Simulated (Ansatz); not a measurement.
Eight cases of bond dissociation energy with Al to Br (electronic energies, kcal/mol), geometries: B3LYP-D3(BJ)/def2-TZVP. Functionals by Ansatz (a first-principles code) in def2-TZVPD; columns hold the difference against the high level (Ansatz, AFQMC by cisd_afqmc): A = CCSD(T)/CBS(cc-pV(Q+d)Z,cc-pV(5+d)Z) + [CCSDT(Q) - CCSD(T)]/cc-pV(D+d)Z + core + X2C; B = CCSD(T)/CBS(cc-pV(Q+d)Z,cc-pV(5+d)Z) + [CCSDT(Q) - CCSD(T)]/cc-pV(T+d)Z + [CCSDTQ - CCSDT(Q)]/cc-pV(D+d)Z + core + X2C; C = CCSD(T)/CBS(cc-pV(Q+d)Z,cc-pV(5+d)Z) + [CCSDT(Q) - CCSD(T)]/cc-pV(T+d)Z + core + X2C; D = CCSD(T)/CBS(cc-pV(T+d)Z,cc-pV(Q+d)Z) + [CCSDT(Q) - CCSD(T)]/cc-pV(D+d)Z + core + X2C; E = CCSD(T)/CBS(cc-pVQZ,cc-pV5Z) + [CCSDT(Q) - CCSD(T)]/cc-pVTZ. The cases were drawn at random from those of this class that have a high level and all functionals, leaving out states under which another spin lies or may lie. Left out are anions, K, Ca, elements past Kr, ionisation of Li, Na and Mg, pi-pi* triplets of linear molecules and other triplets made from a closed-shell parent. Runs that doubt their state, and full CI more than 15 mEh from coupled cluster, are set aside; a case stays where another high level and all functionals remain. AFQMC serves as high level only in triple zeta or larger, with a steady walk, a bar under 0.8 kcal/mol and agreement with other high levels or trials where they ran; where none ran, an unstable determinant or (outside 3d species) a high T1 diagnostic also bars it, so strongly correlated cases are thinned. No case was kept or dropped by the size of a functional's miss. Each difference is the functional minus the high level; affinities count positive where energy is released, gaps as the second state minus the first. Radicals and triplets start from unrestricted determinants; spin-orbit coupling is neglected. Correlated methods leave the cores frozen (noble-gas shells, and filled d and f shells in the p block). Rows without X2C or -DK are non-relativistic. CBS(X,Y): correlation extrapolated as X^-3, Hartree-Fock from the larger set (Q,5: extrapolated as (X+1)exp(-9√X)). A bracket is a step between two methods taken in the basis named. Functionals run without relativity, which enters their misses. 'core' is core correlation in cc-pwCVTZ (1s frozen past Ne), 'X2C' scalar relativity in cc-pVTZ-DK, both at CCSD(T). Where a partner has so few electrons that a lower coupled-cluster level is exact, that level stands in.

| case | level | value | PBE | wB97M-V | PBE0 |
|---|---|---|---|---|---|
| BPH4 (SMILES PB) → BH2 (SMILES [BH2], doublet) + PH2 (SMILES [PH2], doublet) | B | 93.6 | 0.3 | 1.1 | -1.6 |
| C2H4Cl2 (SMILES ClCCCl) → C2H4Cl (SMILES [CH2]CCl, doublet) + Cl (doublet) | D | 87.8 | -1.5 | -0.2 | -3.1 |
| CH3Cl (chloromethane, SMILES CCl) → CH2Cl (SMILES [CH2]Cl, doublet) + H (doublet) | C | 106.8 | -4.7 | -0.5 | -4.3 |
| C3H7Cl (SMILES CC(C)Cl) → C3H7 (SMILES [CH](C)C, doublet) + Cl (doublet) | D | 89.2 | -2.3 | -0.5 | -4.4 |
| CH6Ge (SMILES [GeH3][CH3]) → GeH3 (SMILES [GeH3], doublet) + CH3 (SMILES [CH3], doublet) | E | 82.8 | -1.7 | 0.6 | -2.2 |
| SiHCl2F (SMILES F[SiH](Cl)Cl) → SiHCl2 (SMILES Cl[SiH]Cl, doublet) + F (doublet) | A | 159.4 | -6.6 | -2.5 | -9.6 |
| BNH2Cl2 (SMILES NB(Cl)Cl) → BCl2 (SMILES Cl[B]Cl, doublet) + NH2 (SMILES [NH2], doublet) | A | 140.6 | -4.8 | 1.7 | -4.6 |
| C3H7Cl (2-chloropropane, SMILES CC(Cl)C) → CH3 (SMILES [CH3], doublet) + C2H4Cl (SMILES C[CH]Cl, doublet) | D | 95.1 | -5.3 | -0.4 | -5.6 |

Over these rows, PBE: mean -3.3, mean absolute 3.4, median absolute 3.5, largest -6.6; wB97M-V: mean -0.1, mean absolute 0.9, median absolute 0.6, largest -2.5; PBE0: mean -4.4, mean absolute 4.4, median absolute 4.4, largest -9.6 kcal/mol. PBE lies above in 1 and below in 7 of the eight.
